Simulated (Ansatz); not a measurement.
Rock-salt MgS, treated with LDA in Ansatz (plane waves, PAW).

Run with plane-wave cutoff 520 eV, 12×12×12 k mesh, perturbation theory, scalar-relativistic PAW data made under PBE.

Computed at the level's own relaxed cell.

Problem. Predict the zone-centre LO phonon frequency, zone-centre TO phonon frequency, dielectric constant ε0 (ions relaxed) and high-frequency dielectric constant.

Solution. 
- zone-centre LO phonon frequency = 404 cm⁻¹
- zone-centre TO phonon frequency = 252 cm⁻¹
- dielectric constant ε0 (ions relaxed) = 14.3
- high-frequency dielectric constant = 5.58

Measured, for comparison: zone-centre TO phonon frequency 240 cm⁻¹ (temperature not stated, no zero-point or thermal correction; as tabulated in Chmeruk and Núñez-Valdez (2023), arXiv:2212.11645). Computed (rounded) less measured: zone-centre TO phonon frequency +5 %.

Ansatz is a program for electronic structure.
